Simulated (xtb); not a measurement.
C2H6, quintet, geometry from GFN2-xTB of the parent state (a higher spin typed on purpose: for a closed-shell molecule this is an excited state); GFN2-xTB in xtb.

Input for xtb:
```
$ xtb mol.xyz --gfn 2 --chrg 0 --uhf 4 --json

# file mol.xyz
8

C     -0.00063425    -0.00460240     0.76069610
C      0.00063425     0.00460240    -0.76069610
H      0.00531742     1.01117798     1.14976058
H     -0.88580270    -0.51053241     1.13981086
H      0.87762477    -0.52140267     1.14121540
H     -0.00531742    -1.01117798    -1.14976058
H     -0.87762477     0.52140267    -1.14121540
H      0.88580270     0.51053241    -1.13981086
```

What the program printed (banner, timings and long lists left out):

```
   ID    Z sym.   atoms
    1    6 C      1, 2
    2    1 H      3-8

           -------------------------------------------------
          |                Calculation Setup                |
           -------------------------------------------------

           -------------------------------------------------
          |                 G F N 2 - x T B                 |
           -------------------------------------------------

          ...................................................
          :                      SETUP                      :
          :.................................................:
          :  # basis functions                  14          :
          :  # atomic orbitals                  14          :
          :  # shells                           10          :
          :  # electrons                        14          :
          :  max. iterations                   250          :
          :  Hamiltonian                  GFN2-xTB          :
          :  restarted?                      false          :
          :  GBSA solvation                  false          :
          :  PC potential                    false          :
          :  electronic temp.          300.0000000     K    :
          :  accuracy                    1.0000000          :
          :  -> integral cutoff          0.2500000E+02      :
          :  -> integral neglect         0.1000000E-07      :
          :  -> SCF convergence          0.1000000E-05 Eh   :
          :  -> wf. convergence          0.1000000E-03 e    :
          :  Broyden damping             0.4000000          :
          :  net charge                          0          :
          :  unpaired electrons                  4          :
          ...................................................

 iter      E             dE          RMSdq      gap      omega  full diag
   1     -6.2724489 -0.627245E+01  0.249E+00    0.00       0.0  T
   2     -6.2771073 -0.465838E-02  0.127E+00    0.00       1.0  T
   3     -6.2774726 -0.365318E-03  0.386E-01    0.00       1.0  T
   4     -6.2775519 -0.793514E-04  0.108E-01    0.00       1.0  T
   5     -6.2775496  0.237083E-05  0.456E-02    0.00       1.0  T
   6     -6.2775525 -0.294016E-05  0.308E-03    0.00      11.5  T
   7     -6.2775525  0.247894E-07  0.288E-03    0.00      12.3  T
   8     -6.2775525 -0.283847E-07  0.850E-04    0.00      41.6  T
   9     -6.2775525 -0.271497E-08  0.474E-05    0.00     746.3  T

   *** convergence criteria satisfied after 9 iterations ***

         :::::::::::::::::::::::::::::::::::::::::::::::::::::
         ::                     SUMMARY                     ::
         :::::::::::::::::::::::::::::::::::::::::::::::::::::
         :: total energy              -6.160030053090 Eh    ::
         :: gradient norm              0.514131934674 Eh/a0 ::
         :: HOMO-LUMO gap              0.000000070734 eV    ::
         ::.................................................::
         :: SCC energy                -6.277552348584 Eh    ::
         :: -> isotropic ES            0.006245938480 Eh    ::
         :: -> anisotropic ES         -0.001944317502 Eh    ::
         :: -> anisotropic XC          0.000480848819 Eh    ::
         :: -> dispersion             -0.001889933593 Eh    ::
         :: repulsion energy           0.117522295494 Eh    ::
         :: add. restraining           0.000000000000 Eh    ::
         :: total charge              -0.000000000056 e     ::
         :::::::::::::::::::::::::::::::::::::::::::::::::::::

           -------------------------------------------------
          |                Property Printout                |
           -------------------------------------------------

    * Orbital Energies and Occupations

         #    Occupation            Energy/Eh            Energy/eV
      -------------------------------------------------------------
         1        2.0000           -0.6057868             -16.4843
         2        2.0000           -0.5607107             -15.2577
         3        2.0000           -0.4852620             -13.2046
         4        2.0000           -0.4852620             -13.2046
         5        2.0000           -0.4454270             -12.1207
         6        1.0000           -0.4253426             -11.5742
         7        1.0000           -0.4253426             -11.5742
         8        1.0000            0.1475352               4.0146
         9        0.4989            0.1835453               4.9945 (HOMO)
        10        0.4989            0.1835453               4.9945 (LUMO)
        11        0.0021            0.1893796               5.1533
        12                          0.2209282               6.0118
        13                          0.2997896               8.1577
        14                          0.2997896               8.1577
      -------------------------------------------------------------
                  HL-Gap            0.0000000 Eh            0.0000 eV
             Fermi-level           -0.1260864 Eh           -3.4310 eV

     #   Z          covCN         q      C6AA      α(0)
     1   6 C        3.750    -0.207    24.651     7.081
     2   6 C        3.750    -0.207    24.651     7.081
     3   1 H        0.925     0.069     2.098     2.265
     4   1 H        0.925     0.069     2.098     2.265
     5   1 H        0.925     0.069     2.098     2.265
     6   1 H        0.925     0.069     2.098     2.265
     7   1 H        0.925     0.069     2.098     2.265
     8   1 H        0.925     0.069     2.098     2.265

 Mol. C6AA /au·bohr⁶  :        345.649655
 Mol. C8AA /au·bohr⁸  :       6971.834404
 Mol. α(0) /au        :         27.752571

Wiberg/Mayer (AO) data.
largest (>0.10) Wiberg bond orders for each atom

 ---------------------------------------------------------------------------
     #   Z sym  total        # sym  WBO       # sym  WBO       # sym  WBO
 ---------------------------------------------------------------------------
     1   6 C    3.116 --     2 C    1.017     4 H    0.584     5 H    0.584
                             3 H    0.584     6 H    0.115     7 H    0.115
                             8 H    0.115
     2   6 C    3.116 --     1 C    1.017     8 H    0.584     7 H    0.584
                             6 H    0.584     3 H    0.115     5 H    0.115
                             4 H    0.115
     3   1 H    0.815 --     1 C    0.584     2 C    0.115
     4   1 H    0.815 --     1 C    0.584     2 C    0.115
     5   1 H    0.815 --     1 C    0.584     2 C    0.115
     6   1 H    0.815 --     2 C    0.584     1 C    0.115
     7   1 H    0.815 --     2 C    0.584     1 C    0.115
     8   1 H    0.815 --     2 C    0.584     1 C    0.115
 ---------------------------------------------------------------------------

Topologies differ in total number of bonds
Writing topology from bond orders to xtbtopo.mol

molecular dipole:
                 x           y           z       tot (Debye)
 q only:       -0.000      -0.000       0.000
   full:       -0.000      -0.000       0.000       0.000
molecular quadrupole (traceless):
                xx          xy          yy          xz          yz          zz
 q only:       -0.156       0.000      -0.156      -0.000      -0.003       0.311
  q+dip:       -0.332       0.000      -0.332      -0.001      -0.006       0.664
   full:       -0.360       0.000      -0.360      -0.001      -0.007       0.720

           -------------------------------------------------
          | TOTAL ENERGY               -6.160030053090 Eh   |
          | GRADIENT NORM               0.514131934674 Eh/α |
          | HOMO-LUMO GAP               0.000000070734 eV   |
           -------------------------------------------------

normal termination of xtb
```
